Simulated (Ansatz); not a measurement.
# One shape, several levels: BSiH5 (BH2(SiH3))

Aim: a comparison of 6 runs (HF/STO-3G, UHF/STO-3G, B2PLYP/STO-3G, B3LYP/STO-3G, r2SCAN/STO-3G, CCSDT/STO-3G) of BSiH5 (BH2(SiH3)). 

The calculation is run with Ansatz 0.2.0.

49 further runs of the same task are left out: 1 that didn't finish, 48 set aside as unsound or not needed.

**1. The molecule**

BSiH5: 7 atoms, total charge 0, spin state singlet. SMILES: `[H]B([H])[SiH3]`. The H7–Si4 distance was set to 2.948 Å, away from the relaxed value. At this shape a bond of the SMILES string is far longer than usual.

Bond lengths: B1–Si4 1.956 Å, B1–H2 1.170 Å, B1–H3 1.170 Å, Si4–H5 1.472 Å, Si4–H6 1.472 Å. Angles: B1–Si4–H5 115.1°, B1–Si4–H6 115.2°, H2–B1–Si4 121.7°, H3–B1–Si4 121.7°, H5–Si4–H6 104.4°, H2–B1–H3 116.6°.

**2. The energy at HF/STO-3G (run 1)**

Input file in.yaml:

```yaml
crystal:
  periodic: [false, false, false]
  atoms:
    - {symbol: B, position_ang: [0.826856, 1.535212, 1.374213]}
    - {symbol: H, position_ang: [1.996456, 1.573582, 1.395653]}
    - {symbol: H, position_ang: [0.270536, 2.563632, 1.320253]}
    - {symbol: Si, position_ang: [-0.146364, -0.161318, 1.386653]}
    - {symbol: H, position_ang: [-1.482434, -0.109058, 2.001243]}
    - {symbol: H, position_ang: [0.531846, -1.267528, 2.081323]}
    - {symbol: H, position_ang: [-0.608990, -1.154610, -1.349820]}
basis:
  gaussian:
    orbitals: STO-3G
hamiltonian:
  xc: hf
accuracy: high
```

On the command line:

```console
$ ansatz run in.yaml --threads 1 --pin off --max-ram 2610MiB --events-out events.jsonl --progress --plain --runs-dir runs
```

What it wrote:

```text
Warning: RAYON_NUM_THREADS=1 ignored (pool sized by the plan → 1); use --threads N
Functional definition: HF
  name "HF"
  exchange = exact_x
  correlation = 0
332 factors; integrals over basis functions are off by at most 6.2e-9 eV
mean field evaluation 1: about -8500.7331 eV, gradient 2.0e1 eV
mean field evaluation 2: about -8500.7368 eV, gradient 2.0e1 eV
mean field evaluation 4: about -8505.0731 eV, gradient 2.5e0 eV
mean field evaluation 8: about -8505.1242 eV, gradient 7.1e-2 eV
mean field -8505.12426481 eV, -312.5575517516 hartree, gradient 6.3e-8 eV, S^2 0.000000; 0 other end points of the search recorded, 0 dependent functions left out
reference -8505.12426481 eV, -312.5575517516 hartree; 12, 12 occupied and 7, 7 virtual orbitals, 332 factors
Total energy: -8505.12426481 eV, -312.5575517516 hartree
```

It took 0.08 s on 1 thread of Arm Neoverse V2, shared host.

**3. A single-point energy at UHF/STO-3G (run 2)**

Input file in.yaml:

```yaml
crystal:
  periodic: [false, false, false]
  atoms:
    - symbol: B
      position_ang: [0.826856, 1.535212, 1.374213]
    - symbol: H
      position_ang: [1.996456, 1.573582, 1.395653]
    - symbol: H
      position_ang: [0.270536, 2.563632, 1.320253]
    - symbol: Si
      position_ang: [-0.146364, -0.161318, 1.386653]
    - symbol: H
      position_ang: [-1.482434, -0.109058, 2.001243]
    - symbol: H
      position_ang: [0.531846, -1.267528, 2.081323]
    - symbol: H
      position_ang: [-0.608990, -1.154610, -1.349820]
basis:
  gaussian:
    orbitals: STO-3G
magnetization:
  spin_polarized: true
  initial_magnetization: 0
hamiltonian:
  xc: hf
accuracy: high
```

On the command line:

```console
$ ansatz run in.yaml --threads 1 --pin off --max-ram 2610MiB --events-out events.jsonl --progress --plain --runs-dir runs
```

What it wrote:

```text
Warning: RAYON_NUM_THREADS=1 ignored (pool sized by the plan → 1); use --threads N
Functional definition: HF
  name "HF"
  exchange = exact_x
  correlation = 0
332 factors; integrals over basis functions are off by at most 6.2e-9 eV
mean field evaluation 1: about -8500.7331 eV, gradient 1.4e1 eV
mean field evaluation 2: about -8500.7368 eV, gradient 1.4e1 eV
mean field evaluation 4: about -8505.0731 eV, gradient 1.8e0 eV
mean field evaluation 8: about -8505.1243 eV, gradient 1.8e-2 eV
mean field evaluation 16: about -8508.7198 eV, gradient 6.5e-1 eV
mean field evaluation 32: about -8508.7175 eV, gradient 5.0e-5 eV
mean field evaluation 64: about -8504.3757 eV, gradient 7.5e0 eV
mean field -8508.71753802 eV, -312.6896021062 hartree, gradient 9.2e-9 eV, S^2 0.975449; 4 other end points of the search recorded, 0 dependent functions left out
reference -8508.71753802 eV, -312.6896021062 hartree; 12, 12 occupied and 7, 7 virtual orbitals, 332 factors
Total energy: -8508.71753802 eV, -312.6896021062 hartree
```

Run time: 0.16 s. Hardware: 1 thread of Arm Neoverse V2, shared host.

**4. The energy at B2PLYP/STO-3G (run 3)**

Input file input.yaml:

```yaml
crystal:
  periodic: [false, false, false]
  atoms:
    - {symbol: B, position_ang: [0.826856, 1.535212, 1.374213]}
    - {symbol: H, position_ang: [1.996456, 1.573582, 1.395653]}
    - {symbol: H, position_ang: [0.270536, 2.563632, 1.320253]}
    - {symbol: Si, position_ang: [-0.146364, -0.161318, 1.386653]}
    - {symbol: H, position_ang: [-1.482434, -0.109058, 2.001243]}
    - {symbol: H, position_ang: [0.531846, -1.267528, 2.081323]}
    - {symbol: H, position_ang: [-0.608990, -1.154610, -1.349820]}
basis:
  gaussian: {orbitals: STO-3G}
hamiltonian: {xc: {name: B2PLYP}}
correlation: {frozen_orbitals: {B: 1, H: 0, Si: 5}}
accuracy: high
```

On the command line:

```console
$ ansatz run input.yaml --threads 1 --pin off --max-ram 2610MiB --events-out events.jsonl --progress --plain --runs-dir runs
```

What it wrote (excerpt; [...] marks lines left out):

```text
Warning: RAYON_NUM_THREADS=1 ignored (pool sized by the plan → 1); use --threads N
Functional definition: B2PLYP
  name "B2PLYP"
[...]
332 factors; integrals over basis functions are off by at most 6.2e-9 eV
[...]
mean field -8521.27685981 eV, -313.1511486692 hartree, gradient 8.0e-9 eV, S^2 0.000000; 0 other end points of the search recorded, 0 dependent functions left out; unrestricted orbitals would lower it
6 core orbitals not correlated: weight in the atoms' cores, before any rotation towards them, 0.999 or more for the frozen orbitals, at most 0.000 for the correlated occupied ones
reference -8521.27687998 eV, -313.1511494104 hartree; 6, 6 occupied and 7, 7 virtual orbitals, 332 factors
second order -5.68496614 eV of doubles, -0.00000000 eV of singles
Total energy: -8522.81182084 eV, -313.2075574465 hartree
```

It took 1.5 s on 1 thread of Arm Neoverse V2, shared host; peak memory 0.1 GiB.

Runs 4 to 5 aren't shown in full; the table further down has their settings and results.

**5. The energy at CCSDT/STO-3G (run 6)**

in.yaml: that of step 3 with these lines changed.

```diff
@@ -20,7 +20,7 @@
     orbitals: STO-3G
-magnetization:
-  spin_polarized: true
-  initial_magnetization: 0
-hamiltonian:
-  xc: hf
 accuracy: high
+correlation:
+  method: ccsdt
+  frozen_orbitals: {B: 1, H: 0, Si: 5}
+scf:
+  omitted_lower_state_checks: [cluster_reference, increment]
```

On the command line:

```console
$ ansatz run in.yaml --threads 1 --pin off --max-ram 2610MiB --events-out events.jsonl --progress --plain --runs-dir runs
```

What it wrote:

```text
Warning: RAYON_NUM_THREADS=1 ignored (pool sized by the plan → 1); use --threads N
[... 12 lines left out ...]
6 core orbitals not correlated: weight in the atoms' cores, before any rotation towards them, 1.000 or more for the frozen orbitals, at most 0.000 for the correlated occupied ones
[... 34 lines left out ...]
WARN: these amplitudes may be one of several solutions (largest doubles amplitude 0.68, level shift 7.77 eV)
Total energy: -8511.48887741 eV, -312.7914469504 hartree
Checks for a lower state left out: cluster_reference, increment
```

It took 0.26 s on 1 thread of Arm Neoverse V2, shared host.

**6. All runs side by side**

```csv
run,level,frozen core orbitals,energy (Eh),wall time
1,HF/STO-3G,–,-312.557552,0.08 s
2,UHF/STO-3G,–,-312.689602,0.16 s
3,B2PLYP/STO-3G,6,-313.207557,1.5 s
4,B3LYP/STO-3G,–,-313.431991,1.2 s
5,r2SCAN/STO-3G,–,-313.372960,2.4 s
6,CCSDT/STO-3G,6,-312.791447,0.26 s
```

**7. Outcome**

```
                                          quantity          value
                               run 6: total energy  -312.79145 Eh
run 6: correlation energy (6 core orbitals frozen)     -233.9 mEh
                              run 6: T1 diagnostic          0.036
```

In words: Totals of different functionals can't be ranked against each other. In runs 3, 6 the log says that unrestricted orbitals would lower the reference, so the values rest on an unstable closed-shell determinant (other closed-shell runs at this shape may share the fault). In runs 1, 2, 3, 4, 5, 6 the basis is minimal, so the values are rough. Spin contamination of the reference: run 2 ⟨S²⟩ = 0.98. Where it is this large, the reference is a mixture of spin states, and values that rest on it are in doubt. All runs together took 5.6 s, the longest 2.4 s.
